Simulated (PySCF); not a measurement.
Estimate the missing entries of this data sheet.

PH2OH, H3OP.
InChI=1S/H3OP/c1-2/h1H,2H2

Conformer (atom-mapped SMILES and torsion angles): `[OH:1][PH2:2]`: H–O1–P2–H -129°, H–O1–P2–H 137°.

| property | level | value |
| --- | --- | --- |
| rotational constants A, B, C | PBE0-D3(BJ)/def2-TZVP | ? |
| dipole moment | CAM-B3LYP/aug-cc-pVTZ | 0.70 D |
| HOMO energy | CAM-B3LYP/aug-cc-pVTZ | -8.73 eV |
| LUMO energy | CAM-B3LYP/aug-cc-pVTZ | ? |
| lowest singlet excitation | TDDFT CAM-B3LYP/aug-cc-pVTZ | ? |
| strongest line among the 10 lowest singlet transitions | TDDFT CAM-B3LYP/aug-cc-pVTZ | ? |
| lowest triplet excitation (Tamm–Dancoff) | TDA CAM-B3LYP/aug-cc-pVTZ | 4.45 eV |
| static isotropic polarisability | CAM-B3LYP/aug-cc-pVTZ | 33.6 au |
| electronic spatial extent ⟨r²⟩ about the centre of nuclear charge | CAM-B3LYP/aug-cc-pVTZ | 125 bohr² |
| 1H chemical shifts (computed TMS as zero) by class | GIAO PBE0/pcSseg-2 | 6.77 (2 H), 0.25 (1 H) ppm |
| isotropic shieldings of nuclei other than C and H, by class | GIAO PBE0/pcSseg-2 | ? |

The electronic properties come from PySCF, for the isolated species, density fitting. The structure is a single PBE0-D3(BJ)/def2-TZVP conformer in the gas phase; no vibrational or solvent corrections.

Problem. Give the isotropic shieldings of nuclei other than C and H, by class.

Solution. 350 (1 O), 277 (1 P) ppm.

Problem. The strongest line among the 10 lowest singlet transitions?

Solution. S4 at 7.06 eV (176 nm, f = 0.114).

Problem. The lowest singlet excitation?

Solution. 5.39 eV (230 nm, f = 0.041).

Problem. Give the LUMO energy.

Solution. -0.03 eV.

Problem. What are the rotational constants A, B, C?

Solution. 111.372, 14.655, 14.523 GHz.

No computed singlet falls in the visible range (750 to 380 nm, 1.65 to 3.26 eV); S1 lies 2.13 eV above its blue end. The polarisability is 4.97 Å³ as a volume (1 au = 0.148185 Å³), or 1.29 au for each of the 26 electrons. In wavenumbers S1 is 43500 cm⁻¹ (1 eV = 8065.54 cm⁻¹). With B = h/(8π²I), that is 505.379 GHz u Å² over I, the principal moments of inertia are 4.54, 34.5 and 34.8 u Å² (most abundant isotopes). The rotational constants are those of a nearly prolate symmetric top.
